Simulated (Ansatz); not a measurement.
A run of Ansatz (development build ahead of 0.2.0) on triplet C₄H₈ at this shape:

```xyz
12

C     0.2627    0.6084    0.0710
C    -0.2540   -0.6016   -0.0761
C     0.3084    1.6694   -0.9904
C    -0.3061   -1.6654    0.9823
H     0.6944    0.8797    1.0321
H    -0.6851   -0.8698   -1.0385
H    -0.1380    1.3228   -1.9231
H    -0.2267    2.5675   -0.6699
H     1.3382    1.9697   -1.1997
H     0.1480   -1.3280    1.9149
H    -1.3386   -1.9567    1.1941
H     0.2186   -2.5672    0.6558
```

Its results:

```
Converged                       : yes
Reference energy                : -155.86832 hartree
Correlation energy              : -0.51504 hartree
Total energy                    : -156.38336 hartree
Spin squared of the determinant : 2.022
Stability test                  : minimum
```

Forces (eV/Å):
```tsv
atom	Fx	Fy	Fz
C1	4.548	10.515	1.444
C2	-4.546	-10.524	-1.450
C3	-0.093	-0.747	0.581
C4	0.087	0.756	-0.571
H5	0.098	0.146	0.118
H6	-0.097	-0.153	-0.116
H7	-0.130	-0.092	-0.258
H8	-0.167	0.366	0.023
H9	0.344	0.181	-0.137
H10	0.126	0.094	0.252
H11	-0.331	-0.172	0.143
H12	0.162	-0.371	-0.029
```

Q: Which input gives this output? Name the method, the orbitals and the basis set, and write the input.

A: UHF-MP2 in def2-SVP.

```yaml
crystal:
  periodic: [false, false, false]
  atoms:
    - { symbol: C, position_ang: [0.26267, 0.60842, 0.07101] }
    - { symbol: C, position_ang: [-0.25401, -0.60159, -0.07615] }
    - { symbol: C, position_ang: [0.30836, 1.66941, -0.99036] }
    - { symbol: C, position_ang: [-0.30608, -1.66538, 0.98228] }
    - { symbol: H, position_ang: [0.69442, 0.87969, 1.03212] }
    - { symbol: H, position_ang: [-0.68509, -0.86979, -1.03852] }
    - { symbol: H, position_ang: [-0.13803, 1.32275, -1.92307] }
    - { symbol: H, position_ang: [-0.22673, 2.56745, -0.66991] }
    - { symbol: H, position_ang: [1.33824, 1.96974, -1.19972] }
    - { symbol: H, position_ang: [0.14799, -1.32799, 1.91487] }
    - { symbol: H, position_ang: [-1.33861, -1.95672, 1.19405] }
    - { symbol: H, position_ang: [0.21856, -2.56716, 0.65581] }
basis:
  gaussian: { orbitals: def2-SVP }
magnetization:
  spin_polarized: true
  initial_magnetization: 2
hamiltonian:
  xc: hf
correlation:
  method: mp2
  frozen_orbitals: { C: 1, H: 0 }
output:
  forces: true
```

Caution: another spin multiplicity may lie lower.
